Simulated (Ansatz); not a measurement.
# MgSiH₂+ (doublet): the correlation ladder, def2-TZVPP

The task here is to estimate one member of a computed series from the others.

Computed with Ansatz 0.2.0, Gaussian basis. Level: def2-TZVPP, core rule «outside noble gas», up to 10 orbitals frozen.

To be run: UHF; ROHF; CCSD(T) on UHF.

2 further runs of the same task are left out: 2 set aside as unsound or not needed.

## The geometry

The geometry is a PBE0/def2-TZVP stationary point (not a proven minimum) of the parent state, kept for this charge and spin.

4 atoms, charge 1, spin multiplicity 2.

Atoms are counted from 1 here; the program's logs count them from 0.

Bond lengths: Si1–Mg2 2.671 Å, Si1–H3 1.535 Å, Mg2–H4 1.719 Å. Angles: Mg2–Si1–H3 87.6°, Si1–Mg2–H4 177.9°.

The first run:

in.yaml

```yaml
crystal:
  periodic: [false, false, false]
  atoms:
    - {symbol: Si, position_ang: [0.000000, -0.075803, 1.273678]}
    - {symbol: Mg, position_ang: [0.000000, 0.025974, -1.395274]}
    - {symbol: H, position_ang: [0.000000, 1.458820, 1.268777]}
    - {symbol: H, position_ang: [0.000000, 0.027056, -3.113889]}
basis:
  gaussian: {orbitals: def2-TZVPP}
total_charge: 1
magnetization: {spin_polarized: true, initial_magnetization: 1}
hamiltonian: {xc: hf}
output: {orbitals: {seedname: orbitals}}
```

Run with:

```console
> ansatz run in.yaml --threads 1 --pin off --events-out ev --progress --plain --max-ram 4096MiB --backend cpu
```

Among the steps run: UHF; ROHF; CCSD(T) on UHF.

One of the session's tables, all rows but one given; the rest of the session is left out.

It belongs to the step «Misses and costs». 

```
  method  from UCCSD(T) (kJ/mol)
    ROHF                  +397.9
     UHF                  +381.9
    UMP2                       ?
   UCCSD                    +9.5
UCCSD(T)                       0
```

Q: Estimate the row for UMP2 from the others.

The run gave: from UCCSD(T) (kJ/mol): +97.4. In the column «from UCCSD(T) (kJ/mol)» it lies between UCCSD (+9.5) and UHF (+381.9).
